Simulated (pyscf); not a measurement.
# Four-centre exchange: H₃C–InH–CH₃ + H₂O → CH₄ + H₃C–InH–OH

Gas phase, singlet surface, charge 0. Bonds broken: C1–In2, O11–H12. Bonds formed: C1–H12, In2–O11. Structures and frequencies: ωB97X-D3(BJ)/def2-SVP in PySCF.

Transition state (Å):

```xyz
13

C     -1.9413     1.1289     0.8198
In    -0.1397    -0.4873     0.5214
C     -0.3442    -1.2823    -1.4517
H     -2.4633     0.2147     1.1725
H     -2.1366     1.8663     1.6164
H     -2.4613     1.4478    -0.0972
H      0.2648    -1.1238     2.0664
H     -0.7840    -0.5160    -2.1064
H      0.6433    -1.5599    -1.8507
H     -0.9864    -2.1754    -1.4638
O      0.6214     1.5691     0.3711
H     -0.5873     1.5314     0.6275
H      1.1261     1.9099     1.1209
```

One imaginary mode, 1427i cm⁻¹; descent along it reached the two sides named, in the forms told below.

```json
[
 {"bond": "C1–In2", "change": "breaks", "reactant side (Å)": "2.176", "saddle": "2.439", "product side": "3.1"},
 {"bond": "O11–H12", "change": "breaks", "reactant side (Å)": "0.967", "saddle": "1.236", "product side": "2.538"},
 {"bond": "C1–H12", "change": "forms", "reactant side (Å)": "3.0", "saddle": "1.426", "product side": "1.101"},
 {"bond": "In2–O11", "change": "forms", "reactant side (Å)": "2.429", "saddle": "2.198", "product side": "2.015"}
]
```

Electronic energies relative to the separated reactants (eV):

```
level                   barrier  reaction energy  reverse barrier
----------------------  -------  ---------------  ---------------
ωB97X-D3(BJ)/def2-TZVP     0.43            -0.77             1.20
PBE/def2-TZVP              0.31            -0.83             1.14
r²SCAN/def2-TZVP           0.26            -0.87             1.12
B3LYP-D3(BJ)/def2-TZVP     0.44            -0.84             1.28
PBE0-D3(BJ)/def2-TZVP      0.38            -0.74             1.12
M06-2X/def2-TZVP           0.33            -0.85             1.18
ωB97M-D3(BJ)/def2-TZVP     0.48            -0.78             1.26
HF/def2-TZVP               1.10            -0.84             1.94
```

With ωB97M-D3(BJ)/def2-TZVP energies and thermal terms (ideal gas, 1 atm, RRHO with modes under 100 cm⁻¹ raised to 100, one conformer, R ln 2 for chiral ones without a mode under 150 cm⁻¹), in eV:

| T (K) | ΔH‡ | ΔG‡ | ΔH | ΔG |
|---|---|---|---|---|
| 298 | 0.41 | 0.88 | -0.76 | -0.71 |
| 600 | 0.42 | 1.36 | -0.78 | -0.64 |
| 900 | 0.45 | 1.83 | -0.79 | -0.57 |
| 1200 | 0.48 | 2.28 | -0.79 | -0.50 |

On the reactant side the descent ends in an adduct with a In–O contact, 0.56 eV under the separated species and 0.99 eV under the saddle at ωB97X-D3(BJ)/def2-TZVP. What is counted as formed (In–O) is already present as a longer contact in the reactant adduct; forming that adduct is a step of its own. One saddle was located; it need not be the lowest between these sides. Elements past Kr carry the def2 core potentials, without spin-orbit coupling.
